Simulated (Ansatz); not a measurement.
SiCl2H2 (SiH₂Cl₂). Charge 0, multiplicity 1. Geometry PBE-D4/def2-TZVP.

```xyz
5

Si   -0.1027   -0.0887    0.0392
Cl    0.3452    1.6816    0.9838
Cl    1.1578   -0.3836   -1.5579
H    -1.4960   -0.0095   -0.4706
H     0.0957   -1.1998    1.0054
```

LC-ωPBE has ω = 0.4 bohr⁻¹. B3LYP takes the VWN-RPA correlation.

Q: Estimate the orbital energies around the gap (eV) in Ansatz with HF/6-31G, PBE-D4/def2-SVP, revPBE-D4/def2-TZVP, B3LYP-D4/def2-TZVP, LC-ωPBE/def2-TZVP.

A: 
| orbital | HF/6-31G | PBE-D4/def2-SVP | revPBE-D4/def2-TZVP | B3LYP-D4/def2-TZVP | LC-ωPBE/def2-TZVP |
| --- | --- | --- | --- | --- | --- |
| HOMO−13 | -170.53 | -139.47 | -139.35 | -145.50 | -145.72 |
| HOMO−12 | -118.98 | -96.40 | -96.00 | -100.88 | -102.27 |
| HOMO−11 | -118.94 | -96.34 | -95.95 | -100.83 | -102.22 |
| HOMO−10 | -118.91 | -96.25 | -95.87 | -100.76 | -102.13 |
| HOMO−9 | -31.31 | -21.05 | -21.13 | -23.24 | -27.21 |
| HOMO−8 | -30.35 | -20.42 | -20.55 | -22.63 | -26.46 |
| HOMO−7 | -20.73 | -13.56 | -13.59 | -15.09 | -18.80 |
| HOMO−6 | -16.01 | -10.18 | -10.25 | -11.42 | -14.66 |
| HOMO−5 | -15.43 | -10.01 | -10.05 | -11.29 | -14.56 |
| HOMO−4 | -15.06 | -9.94 | -9.96 | -11.25 | -14.56 |
| HOMO−3 | -13.29 | -8.19 | -8.35 | -9.53 | -12.64 |
| HOMO−2 | -13.14 | -8.02 | -8.21 | -9.41 | -12.61 |
| HOMO−1 | -12.89 | -7.81 | -7.98 | -9.13 | -12.25 |
| HOMO | -12.58 | -7.54 | -7.70 | -8.86 | -11.88 |
| LUMO | 2.74 | -0.57 | -0.91 | -0.29 | 2.22 |
| LUMO+1 | 2.76 | -0.46 | -0.71 | -0.13 | 2.29 |
| LUMO+2 | 5.23 | 0.57 | 0.17 | 0.69 | 3.24 |
| LUMO+3 | 5.61 | 0.99 | 0.70 | 1.36 | 3.81 |
| LUMO+4 | 7.29 | 4.12 | 2.94 | 3.52 | 6.00 |
| LUMO+5 | 8.50 | 7.15 | 3.49 | 3.96 | 6.34 |
